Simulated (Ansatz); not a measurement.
methane (SMILES C) moved off its minimum; all values from Ansatz (a quantum-chemistry and plane-wave program), cores frozen in correlated methods.
(charge 0, multiplicity 1)
```xyz
5

C     -0.0095    -0.0342     0.0516
H     -0.7690    -0.2607    -0.7351
H      0.1871     1.1911    -0.0297
H     -0.3522    -0.5483     0.9927
H      0.9153    -0.5273    -0.3258
```

```
level                largest force (eV/Å)  on atom  rms difference from CCSD(T)/aug-cc-pVTZ (eV/Å)  dipole (D)
-------------------  --------------------  -------  ----------------------------------------------  ----------
HF/def2-TZVPP                        3.99       H3                                           0.212        0.18
PBE/def2-TZVPP                       3.34       H3                                           0.111        0.17
r2SCAN/def2-TZVPP                    3.59       H3                                           0.030        0.16
B3LYP/def2-TZVPP                     3.56       H3                                           0.029        0.16
wB97M-V/def2-TZVPP                   3.64       H3                                           0.058        0.17
MP2/aug-cc-pVTZ                      3.74       H3                                           0.079        0.14
CCSD(T)/aug-cc-pVTZ                  3.54       H3                                           0.000        0.15
```

The differences count from one level among others, with limits of its own. Forces at CCSD(T)/aug-cc-pVTZ (eV/Å):

| atom | Fx | Fy | Fz |
|---|---|---|---|
| C1 | 0.263 | 1.491 | -1.371 |
| H2 | 0.336 | 0.251 | 0.559 |
| H3 | -0.675 | -3.346 | 0.951 |
| H4 | 0.498 | 1.252 | -0.620 |
| H5 | -0.421 | 0.352 | 0.480 |
